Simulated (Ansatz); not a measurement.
hcp Tc was calculated with PBEsol (Ansatz, an electronic-structure program, plane waves, PAW).

Numerical settings: plane-wave cutoff 520 eV, 16×16×10 k mesh (along the axes of the cell as run), Fermi–Dirac smearing 0.1 eV, perturbation theory, force constants from a 4×4×2 q mesh, no spin polarisation, scalar-relativistic PAW data made under PBE.

Computed at the level's own relaxed cell.

Tc is taken in the hexagonal space group P6₃/mmc (No. 194), the hcp (Mg type) structure, Pearson symbol hP2. Conventional cell: a = 2.724 Å, b = 2.724 Å, c = 4.359 Å, α = 90.00°, β = 90.00°, γ = 120.00°. Tc on 2c is coordinated by 12 Tc at 2.688–2.724 Å (anticuboctahedral). (Neighbours: up to the widest gap in distance over summed covalent radii, below 1.35, at either atom.)

Harmonic phonon frequencies (cm⁻¹; i marks an imaginary mode):

| q point | frequencies |
|---|---|
| Γ | 0 0 0 98 140 140 |
| A | 102 102 102 102 212 212 |

No imaginary mode appears at these points.
